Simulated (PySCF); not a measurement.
Species: CH3S (charge -1).
Bonds: C1–S2. Hydrogens: H3, H4, H5 on C1.

The same species was optimised twice, with GFN2-xTB and with PBE0-D3(BJ)/def2-SVP (PySCF), and the same property calculations (PySCF, gas phase) were run on both structures.

| coordinate | GFN2-xTB | PBE0-D3(BJ)/def2-SVP | change |
| --- | --- | --- | --- |
| C1–H4 (Å) | 1.097 | 1.115 | +0.018 |
| C1–H5 (Å) | 1.097 | 1.115 | +0.018 |
| C1–H3 (Å) | 1.097 | 1.115 | +0.018 |
| C1–S2 (Å) | 1.805 | 1.812 | +0.007 |
| H3–C1–H5 (°) | 108.5 | 104.7 | -3.8 |
| H3–C1–H4 (°) | 108.4 | 104.7 | -3.7 |
| H4–C1–H5 (°) | 108.4 | 104.7 | -3.7 |
| S2–C1–H4 (°) | 110.5 | 113.9 | +3.4 |
| S2–C1–H5 (°) | 110.5 | 113.9 | +3.4 |
| S2–C1–H3 (°) | 110.5 | 113.9 | +3.4 |

Rotational constants: A = 158413, B = 13246, C = 13245 MHz (GFN2-xTB) against A = 160872, B = 12939, C = 12939 MHz (PBE0-D3(BJ)/def2-SVP). Point groups within 0.08 Å: C3v and C3v.

On the GFN2-xTB structure: C1s of C1 (eV) 285.34 [delta-SCF UKS SCAN, pcX-2 on the ionised atom, pcseg-1 elsewhere, spin-free X2C]; S1s of S2 (eV) 2468.36 [delta-SCF UKS SCAN, pcX-2 on the ionised atom, pcseg-1 elsewhere, spin-free X2C]; S2p of S2 (eV) 160.88 [delta-SCF UKS SCAN, pcX-2 on the ionised atom, pcseg-1 elsewhere, spin-free X2C].

Question: What do these properties become on the PBE0-D3(BJ)/def2-SVP structure?

Answer: 
```csv
property,level,on GFN2-xTB,on PBE0-D3(BJ)/def2-SVP,change
C1s of C1 (eV),"delta-SCF UKS SCAN, pcX-2 on the ionised atom, pcseg-1 elsewhere, spin-free X2C",285.34,285.48,+0.14
S1s of S2 (eV),"delta-SCF UKS SCAN, pcX-2 on the ionised atom, pcseg-1 elsewhere, spin-free X2C",2468.36,2468.50,+0.14
S2p of S2 (eV),"delta-SCF UKS SCAN, pcX-2 on the ionised atom, pcseg-1 elsewhere, spin-free X2C",160.88,161.01,+0.13
```

The heavy atoms differ by 0.003 Å rms after alignment. Among all bonds C1–H3, C1–H4 and C1–H5 change most and about equally (+0.018 Å). Changes are differences of the printed values. Neither structure is proved a minimum here. Isolated species at its PBE0-D3(BJ)/def2-SVP geometry, gas phase. The geometry's basis has no diffuse functions, a weakness for an anion.
